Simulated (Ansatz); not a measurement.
Conformers of C5H8, SMILES `C=CCC=C`, each relaxed with PBE0-D4/def2-TZVP in Ansatz. CBS adds the triple-zeta coupled-cluster correction to the MP2 limit.

Not all of them had a frequency check.

Conformer A:

Cartesian coordinates in Å:
```
C -0.663 0.022 -2.269
C -0.554 -0.446 -1.034
C -0.474 0.400 0.199
C 0.826 0.214 0.919
C 0.951 -0.264 2.148
H -0.715 1.088 -2.468
H -0.708 -0.642 -3.125
H -0.498 -1.521 -0.872
H -0.595 1.453 -0.082
H -1.296 0.147 0.878
H 1.718 0.483 0.356
H 0.084 -0.549 2.735
H 1.923 -0.385 2.614
```

Conformer B:

Cartesian coordinates in Å:
```
C 0.712 -0.563 2.068
C -0.303 -0.377 1.239
C -0.266 -0.649 -0.233
C -0.598 0.564 -1.045
C 0.191 1.098 -1.965
H 1.668 -0.939 1.717
H 0.627 -0.349 3.127
H -1.244 0.008 1.629
H -1.001 -1.434 -0.461
H 0.716 -1.035 -0.519
H -1.563 1.025 -0.841
H 1.163 0.672 -2.192
H -0.103 1.979 -2.523
```

(1) Which is lowest in electronic energy at CCSD(T)/CBS (frozen core, def2 sets), and by how much? (An estimate is asked.)

(2) Give the energies relative to A (kJ/mol) with PBE0-D4/def2-TZVPP, B3LYP-D4/def2-TZVPP, ωB97M-V/def2-TZVPP, B2PLYP/def2-TZVPP, CCSD(T)/def2-TZVPP, HF/def2-QZVPP, MP2/CBS(def2). (Estimate.)

## Answers

(1) Ansatz gave: A; B lies 2.1 kJ/mol higher.

(2) The calculation gave: 
| level | B |
| --- | --- |
| PBE0-D4/def2-TZVPP | 2.0 |
| B3LYP-D4/def2-TZVPP | 2.1 |
| ωB97M-V/def2-TZVPP | 2.0 |
| B2PLYP/def2-TZVPP | 2.1 |
| CCSD(T)/def2-TZVPP | 2.0 |
| HF/def2-QZVPP | 2.4 |
| MP2/CBS(def2) | 2.3 |

B3LYP here is the variant with VWN-RPA as its local correlation; programs differ in this.
